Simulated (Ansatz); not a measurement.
## InH, singlet: the ladder up to full CI

Geometry: that of the InH⁻, doublet, kept fixed.

```csv
atom,x (Å),y (Å),z (Å)
In,0.0000,0.0000,0.0000
H,0.0000,0.0000,1.8938
```

Basis def2-TZVPD with its core potentials; Ansatz 0.2.0. Correlated methods freeze the noble-gas cores and the filled d shells of p-block atoms, which leaves 4 electrons in 56 orbitals. R marks a restricted (for open shells ROHF) determinant. Active spaces: valence = (4e, 5o) chosen from the atoms' valence shells. No spin–orbit coupling is included; scalar relativity enters through the core potentials alone.

Full CI is exact within this basis and frozen core; it isn't the basis-set limit.

- UHF ⟨S²⟩: 0.000
- T1 diagnostic (RCCSD): 0.0126
- largest doubles amplitude (RCCSD): 0.060

```
                   level  E − E(full CI) (kJ/mol)  share of correlation (%)  wall time
                     RHF                    188.0                      0.00          –
                    RMP2                     49.9                     73.48          –
                   RCCSD                      3.9                     97.95          –
                RCCSD(T)                      0.9                     99.52     0.78 s
                 BCCD(T)                      0.9                     99.52      0.9 s
                  RCCSDT                      0.1                     99.94          –
               RCCSDT(Q)                      0.0                     99.99      3.9 s
  CASSCF (valence space)                     81.7                     56.55          –
  NEVPT2 (valence space)                     27.4                     85.42      1.8 s
  MRCISD (valence space)                      1.8                     99.02          –
MRCISD+Q (valence space)                     -0.1                    100.03      2.3 s
```

The correlation energy at full CI, counted from RHF, is -1.949 eV. That run took 4.3 s on 1 thread of Arm Neoverse V2, shared host over 607,792 determinants.

Times hold each run's SCF and search for its determinant on a shared host, so for small cases they say little of a method's own cost; they ran on 1 thread of Arm Neoverse V2.

The full-CI state has the irrep A1 of C2v, in the program's axes (one component, if the state is degenerate).

Natural occupations of full CI about the gap: 1.946 1.895 0.041 0.041 0.038 0.008 0.008 0.008 0.005 0.003; effectively unpaired electrons, Σ n²(2−n)², 0.07.
